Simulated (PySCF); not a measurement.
# A search over the determinants of Na2

Unrestricted PBE0; basis Na def2-TZVPP; no relativity; PySCF 2.14. Outer shells of the fragments: Na 3s1; Na 3s1.

Followed along the bond (rough minima from three points):

```
2Ms+1  unpaired  ⟨S²⟩ at the start  R at minimum (Å)  Te (eV)
    1      none               0.00              3.10     0.00
    3  σ ↑, π ↑               2.00              3.12     1.61
    3      σ ↑↑               2.00  none in the scan   ≤ 0.82
```

Solutions found at the starting distance of 3.150 Å, counted from the lowest of them; the search is not exhaustive and high or unbound solutions are not listed, so other states can lie among these:

| 2Ms+1 | unpaired | term | E (eV) | ⟨S²⟩ | ⟨Lz²⟩ |
| --- | --- | --- | --- | --- | --- |
| 1 | none | ¹Σ⁺ | 0.00 | 0.00 | 0.00 |
| 3 | σ ↑↑ | ³Σ⁺ | 0.93 | 2.00 | 0.00 |
| 3 | σ ↑, π ↑ | ³Π | 1.61 | 2.00 | 1.00 |
| 1 | σ ↑, π ↓ | mixed | 1.97 | 1.00 | 1.00 |

A term symbol is given only where ⟨S²⟩ and ⟨Lz²⟩ are close to those of a pure state; real π, δ and φ orbitals otherwise mix terms, and g/u labels are left off.

Counting both spins, an empty level lies below a filled one in some of these solutions, because spin and occupation are held.
